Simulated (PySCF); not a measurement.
Gas-phase reaction: SiH₃ + F ⇌ SiHF + H₂

Energies from PySCF (xtb for GFN2), thermal terms from the rigid-rotor harmonic-oscillator model, ideal gas at 1 bar. † marks an energy on the PBE0/def2-TZVP geometry and frequencies; other levels use their own. MP2 and CCSD(T) freeze the core. 6-31G* has spherical d functions here. Open shells (unrestricted): SiH₃ (multiplicity 2), F (multiplicity 2, electronic degeneracy 6); the rest are closed-shell singlets. GFN2 has no spin-polarisation term. Spin-orbit splitting is ignored; it lowers the true energy and changes the entropy of F. B3LYP is the form with VWN-RPA correlation. SiHF: computed as isolated molecules; such fragments, hydroxides, amides, oligomers or adducts are transient or little studied in the gas. MP2 isn't extrapolated to the basis-set limit; its ΔH°(298 K) is -384.8 kJ in def2-SVP and -432.3 kJ in def2-TZVPP. CCSD(T) isn't extrapolated to the basis-set limit; its ΔH°(298 K) is -369.1 kJ in def2-SVP and -411.2 kJ in def2-TZVPP. The harmonic model lacks anharmonicity and excited electronic states, which grow with temperature; levels with a mode under 35 cm⁻¹ are left out.

```json
[
 {"level": "B3LYP/6-31G*", "ΔE electronic, kJ": "-401", "ΔH°(298 K), kJ": "-406", "ΔS°(298 K), J/K": "-8", "ΔG°(1400 K), kJ": "-396"},
 {"level": "BLYP/def2-TZVP†", "ΔE electronic, kJ": "-433", "ΔH°(298 K), kJ": "-438", "ΔS°(298 K), J/K": "-8", "ΔG°(1400 K), kJ": "-428"},
 {"level": "CCSD(T)/def2-SVP†", "ΔE electronic, kJ": "-364", "ΔH°(298 K), kJ": "-369", "ΔS°(298 K), J/K": "-8", "ΔG°(1400 K), kJ": "-359"},
 {"level": "CCSD(T)/def2-TZVPP†", "ΔE electronic, kJ": "-406", "ΔH°(298 K), kJ": "-411", "ΔS°(298 K), J/K": "-8", "ΔG°(1400 K), kJ": "-402"},
 {"level": "GFN2-xTB", "ΔE electronic, kJ": "-379", "ΔH°(298 K), kJ": "-388", "ΔS°(298 K), J/K": "-9", "ΔG°(1400 K), kJ": "-375"},
 {"level": "HF/def2-TZVP†", "ΔE electronic, kJ": "-244", "ΔH°(298 K), kJ": "-249", "ΔS°(298 K), J/K": "-8", "ΔG°(1400 K), kJ": "-239"},
 {"level": "MP2/def2-SVP†", "ΔE electronic, kJ": "-380", "ΔH°(298 K), kJ": "-385", "ΔS°(298 K), J/K": "-8", "ΔG°(1400 K), kJ": "-375"},
 {"level": "PBE/def2-SVP", "ΔE electronic, kJ": "-403", "ΔH°(298 K), kJ": "-407", "ΔS°(298 K), J/K": "-8", "ΔG°(1400 K), kJ": "-398"},
 {"level": "PBE/def2-TZVP†", "ΔE electronic, kJ": "-420", "ΔH°(298 K), kJ": "-424", "ΔS°(298 K), J/K": "-8", "ΔG°(1400 K), kJ": "-415"},
 {"level": "PBE0/def2-QZVP†", "ΔE electronic, kJ": "-388", "ΔH°(298 K), kJ": "-393", "ΔS°(298 K), J/K": "-8", "ΔG°(1400 K), kJ": "-383"},
 {"level": "PBE0/def2-TZVP", "ΔE electronic, kJ": "-385", "ΔH°(298 K), kJ": "-390", "ΔS°(298 K), J/K": "-8", "ΔG°(1400 K), kJ": "-380"}
]
```
ΔH° is lowest at BLYP/def2-TZVP† and highest at HF/def2-TZVP†. No reference value is set beside these.
